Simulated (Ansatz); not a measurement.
# CH5Al (singlet): from Hartree-Fock to the top rungs at a displaced geometry (v1), cc-pVDZ

The task here is to estimate one member of a computed series from the others.

Computed with Ansatz 0.2.0, Gaussian basis. Level: cc-pVDZ, core rule «outside noble gas», up to 6 orbitals frozen.

To be run: UHF; CCSD(T) on RHF; BCCD(T) on RHF; CISD; CCSDT(Q) on RHF; CASSCF and MRCISD+Q, 8 electrons in 8 orbitals; CASSCF and NEVPT2, 8 electrons in 8 orbitals.

18 further runs of the same task are left out: 9 that didn't finish, 9 set aside as unsound or not needed.

### The system

The geometry is a PBE0/def2-TZVP stationary point (not a proven minimum) with its atoms shifted at random (size 0.040 Å).

7 atoms, charge 0, spin multiplicity 1.

Atoms are counted from 1 here; the program's logs count them from 0.

Bond lengths: Al1–C2 1.962 Å, Al1–H3 1.604 Å, Al1–H4 1.596 Å, C2–H5 1.112 Å, C2–H6 1.132 Å, C2–H7 1.144 Å. Angles: C2–Al1–H3 117.8°, C2–Al1–H4 119.9°, H3–Al1–H4 122.3°, Al1–C2–H5 117.0°, Al1–C2–H6 111.2°, Al1–C2–H7 110.5°, H5–C2–H6 100.8°, H5–C2–H7 112.0°, H6–C2–H7 104.2°.

Coordinates:

```
Al    0.0032    0.0034    0.6647
C     0.0024   -0.0195   -1.2972
H     0.0503    1.4305    1.3953
H    -0.0525   -1.3691    1.4770
H    -0.0948   -1.0108   -1.7911
H    -0.9061    0.5135   -1.7123
H     0.8896    0.5770   -1.7048
```

Set-up of the first run:

Contents of in.yaml:

```yaml
crystal:
  periodic: [false, false, false]
  atoms:
    - {symbol: Al, position_ang: [0.003190, 0.003418, 0.664725]}
    - {symbol: C, position_ang: [0.002357, -0.019528, -1.297243]}
    - {symbol: H, position_ang: [0.050321, 1.430483, 1.395299]}
    - {symbol: H, position_ang: [-0.052456, -1.369050, 1.476958]}
    - {symbol: H, position_ang: [-0.094840, -1.010760, -1.791144]}
    - {symbol: H, position_ang: [-0.906071, 0.513528, -1.712289]}
    - {symbol: H, position_ang: [0.889567, 0.576999, -1.704778]}
basis:
  gaussian: {orbitals: cc-pVDZ}
magnetization: {spin_polarized: true, initial_magnetization: 0}
hamiltonian: {xc: hf}
output: {orbitals: {seedname: orbitals}}
```

On the command line:

```
$ ansatz run in.yaml --threads 1 --pin off --events-out ev --progress --plain --max-ram 2393MiB
```

Among the steps run: UHF; CCSD(T) on RHF; BCCD(T) on RHF; CISD; CCSDT(Q) on RHF; CASSCF and MRCISD+Q, 8 electrons in 8 orbitals; CASSCF and NEVPT2, 8 electrons in 8 orbitals.

One of the session's tables, all rows but one given; the rest of the session is left out.

It belongs to the step «Misses and costs». 

```
           method  from RCCSDT(Q) (kcal/mol)
              RHF                    +166.80
             RMP2                     +27.36
             CISD                     +17.48
            RCCSD                      +4.40
         RCCSD(T)                      +0.66
          BCCD(T)                      +0.64
           RCCSDT                      +0.19
        RCCSDT(Q)                          0
  CASSCF frontier                          ?
  NEVPT2 frontier                     +29.13
  MRCISD frontier                      +8.46
MRCISD+Q frontier                      +0.18
```

Q: Estimate the row for CASSCF frontier from the others.

**Answer.** from RCCSDT(Q) (kcal/mol): +113.28. In the column «from RCCSDT(Q) (kcal/mol)» it lies between NEVPT2 frontier (+29.13) and RHF (+166.80).
